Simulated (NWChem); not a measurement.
System: NO cation

```xyz
2

N      0.0000     0.0000    -0.5733
O      0.0000     0.0000     0.5031
```
Atoms are numbered in this order, from 1.

Level: PBE-D3(BJ)/def2-SVP (NWChem), optimised geometry, unscaled harmonic frequencies. 

| frequency (cm⁻¹) | IR intensity (km/mol) |
|---|---|
| 2413 | 26.0 |

```json
{
 "zero_point_energy": "3.4 kcal/mol",
 "thermal correction to the enthalpy at 298.15 K (with zero-point energy)": "5.5 kcal/mol",
 "heat capacity Cv": "5.0 cal/(mol K)",
 "entropy at 298.15 K and 1 atm (symmetry number 1)": "47.4 cal/(mol K)"
}
```

Rigid rotor and harmonic oscillator.
